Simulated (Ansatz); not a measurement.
Two shapes of doublet H2O(+).

Shape 1:

```xyz
3

O     0.0000    0.0000   -0.1075
H     0.0000    0.7548    0.4300
H     0.0000   -0.7548    0.4300
```

Shape 2:

```xyz
3

O     0.0000    0.0000   -0.1262
H     0.0000    0.8860    0.5048
H     0.0000   -0.8860    0.5048
```

Basis set: def2-TZVP (spherical functions). Frozen core: 1 orbital. Charge 1, multiplicity 2.

Computed with Ansatz (development build ahead of 0.2.0); each method stands on the lowest determinant of its kind that the runs found.

Which shape is lower in energy, and by how much in each method?

```tsv
method	E(2) − E(1) (eV)
UHF	0.233
UHF-MP2	-0.036
```

The methods disagree on the order.
